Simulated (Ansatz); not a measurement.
Sr (fcc, Cu type): values from a third-order Birch-Murnaghan fit to a volume scan beside measured ones. Computed values: PBE (plane waves to 420 eV, PAW, scalar-relativistic; Ansatz, a first-principles code). Sr was relaxed with its symmetry unable to fall. The PAW data are Ansatz's earlier set.

```tsv
quantity	reference	kind
Lattice constant a (Å)	6.045	measured, corrected to the static lattice
Bulk modulus B₀ (GPa)	12.5	measured, corrected to the static lattice
```

References as given in: Gábor I. Csonka, John P. Perdew, Adrienn Ruzsinszky et al., Physical Review B (2009), arXiv:0903.4037; H. Levämäki, M. P. J. Punkkinen, K. Kokko et al., Physical Review B (2014), arXiv:1402.3671.

Question: What does PBE give, and how far is that from the reference?

Answer: 
```
quantity                  PBE  difference
----------------------  -----  ----------
Lattice constant a (Å)  6.030      -0.2 %
Bulk modulus B₀ (GPa)    11.6      -7.1 %
```

For the lattice constant a it lies within 0.3 % of the reference. PBE underestimates the bulk modulus B₀ by 7.1 %.

(Under strain, the slope of the energy per volume gives the stress and its curvature an elastic modulus.)
